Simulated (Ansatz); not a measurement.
## How the volume per atom of rutile PbO2 moves with the method

No measured value is used here.

```tsv
level (code)	value (Å³/atom)
LDA (Ansatz)	13.78
PBE (Ansatz)	14.82
PBE-D4 (Ansatz)	?
HSE06 (Ansatz)	13.86
```

**Question.** Complete the blanks.

**Answer.** 
- PBE-D4 (Ansatz, a first-principles code), value (Å³/atom): 14.47

Density-functional levels without +SOC have no spin–orbit coupling. HSE06: hybrids on metals are sensitive to the k mesh and can open a false gap. Cutoffs and k meshes differ between the levels. Ansatz's density-functional and Hartree–Fock values are scalar-relativistic unless marked +SOC, with PAW data made under PBE.
